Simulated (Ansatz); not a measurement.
Input file:

```yaml
crystal:
  periodic: [false, false, false]
  atoms:
    - {symbol: Sn, position_ang: [0.000000, 0.000000, 0.000000]}
    - {symbol: H, position_ang: [0.000000, 0.000000, 1.474000]}
basis:
  gaussian: {orbitals: def2-mTZVP}
total_charge: -1
magnetization: {spin_polarized: false, initial_magnetization: 2}
correlation: {active_space: {window: {electrons: 2, orbitals: 3}, fixed_orbitals: true}}
scf: {lower_state_search: full}
output: {forces: true}
```

```sh
$ ansatz run in.yaml --threads 1 --pin off --events-out ev --progress --plain --max-ram 2393MiB
```

Question: Roughly how long does this take on 1 thread of AMD EPYC, shared host, and how much host memory?

Answer: 3.7 s wall and 0.09 GiB.

```
467 factors; integrals over basis functions are off by at most 2.3e-4 eV
mean field evaluation 1: about -5819.4804 eV, gradient 1.2e1 eV
mean field evaluation 2: about -5819.5054 eV, gradient 1.2e1 eV
mean field evaluation 4: about -5820.2723 eV, gradient 1.1e0 eV
mean field evaluation 8: about -5820.2820 eV, gradient 2.7e-1 eV
mean field evaluation 16: about -5806.5008 eV, gradient 2.2e1 eV
mean field evaluation 32: about -5820.2826 eV, gradient 2.5e-6 eV
mean field evaluation 64: about -5820.2235 eV, gradient 1.5e0 eV
mean field -5820.28262276 eV, -213.8914412571 hartree, gradient 2.2e-6 eV, S^2 2.000000; 4 other end points of the search recorded, 0 dependent functions left out
reference -5820.28262276 eV, -213.8914412571 hartree; 13, 11 occupied and 26, 28 virtual orbitals, 467 factors
state -5820.28262276 eV, -213.8914412571 hartree
the calculation of the forces begins
Total energy: -5820.28262276 eV, -213.8914412571 hartree
Atom 0 at     0.000000     0.000000     0.000000 Å, force     0.000000     0.000000    -6.806821 eV/Å
Atom 1 at     0.000000     0.000000     1.474000 Å, force    -0.000000    -0.000000     6.806821 eV/Å
Dipole moment:    -0.000000     0.000000     0.120458 e Å
```

Forces (eV/Å):
```
Sn   0.000  0.000 -6.807
H    0.000  0.000  6.807
```
